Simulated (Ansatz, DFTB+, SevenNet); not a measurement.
# How well does each level of theory give the elastic constant C12 of diamond-structure Si?

Reference value: 64.9 GPa (measured, low temperature, no zero-point or thermal correction; as tabulated in Tanner et al. (2021), arXiv:2110.11888).

Problem. What do DFTB cp2k-nonscc-sid, SevenNet-0, PBE, Hartree–Fock give, and how far is each from the reference?

Solution. 
```
level (code)                  value (GPa)  cell (Å³/atom)  difference (%)
----------------------------  -----------  --------------  --------------
DFTB cp2k-nonscc-sid (DFTB+)          103           19.59             +59
SevenNet-0 (SevenNet)                69.5           20.38            +7.1
PBE (Ansatz)                         56.7           20.46           -12.6
Hartree–Fock (Ansatz)                59.4           20.86            -8.5
```

Nearest, and too close to rank with a margin of 5.0 % (twice that across the reference) picked here for doubts on the reference and the settings, and for temperature and zero-point motion: SevenNet-0 (+7.1 %), Hartree–Fock (-8.5 %), PBE (-12.6 %). Farthest off: DFTB cp2k-nonscc-sid (+59 %). Within 20 %: SevenNet-0, PBE, Hartree–Fock. The lowest first-principles rung that does so: DFT without exact exchange (PBE).

The measured value isn't corrected to a static lattice, so vibrations enter the comparison.  DFTB cp2k-nonscc-sid: this tight-binding set is not self-consistent in the charges. Each level is taken at its own relaxed cell. K meshes differ between the levels. Ansatz's density-functional and Hartree–Fock values are scalar-relativistic unless marked +SOC, with PAW data made under PBE.

Machine-learned potentials (SevenNet-0) are trained on DFT data, which may include these solids.

Differences are worked out from the printed values.

Ansatz is a first-principles code.
